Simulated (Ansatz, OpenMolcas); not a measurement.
Worked example: the enthalpy of formation of C3H4 (SMILES C#CC)

The species is C3H4 (7 atoms), meant as a singlet with charge 0. SMILES: `C#CC`. The shape is that of a PBE0-D4/def2-TZVP optimisation.

Total energies at BLYP/def2-SVPD (OpenMolcas 26.06); the atoms run unrestricted:

| species | state | energy (Eh) |
| --- | --- | --- |
| C3H4 | singlet | -116.515033 |
| C | triplet | -37.801743 |
| H | doublet | -0.496404 |

Harmonic wavenumbers at PBE0-D4/def2-TZVP, in cm⁻¹: 353, 353, 672, 672, 963, 1047, 1047, 1404, 1468, 1468, 2246, 3052, 3123, 3123, 3485.

Measured heats of formation of the gaseous atoms at 298.15 K, in kJ/mol: C 716.9, H 218.0. Take 1 Eh = 2625.50 kJ/mol, 1 cm⁻¹ = 0.0119627 kJ/mol, RT = 2.479 kJ/mol.

What heat of formation follows?


1. Electronic atomisation energy: 3 × (-37.801743) + 4 × (-0.496404) − (-116.515033) = 1.124188 Eh = 2951.6 kJ/mol.
2. Zero-point energy: half the sum of the wavenumbers, 12238 cm⁻¹ = 146.4 kJ/mol.
3. Thermal vibrational enthalpy, Σ hcν̃/(exp(hcν̃/kT) − 1): 2.9 kJ/mol. Translation, rotation and pV of a non-linear molecule: 4 RT = 9.9 kJ/mol.
4. The 7 free atoms carry 5/2 RT each: 43.4 kJ/mol.
5. Spin-orbit coupling lowers the free atoms by 3 × 0.02 = 0.1 kJ/mol.
6. Atomisation enthalpy at 298 K: 2951.6 − 0.1 − 146.4 − 2.9 − 9.9 + 43.4 = 2835.7 kJ/mol.
7. Sum of the atoms' heats of formation: 3022.7 kJ/mol. Heat of formation: 3022.7 − 2835.7 = +187.0 kJ/mol.

The tabulated value is +185.8 kJ/mol (Active Thermochemical Tables), so this level is off by +1.2 kJ/mol, or 0.0 % of the atomisation enthalpy. So close a hit in a small basis owes something to errors that cancel. Anharmonicity and any spin-orbit splitting of the molecule are left out.
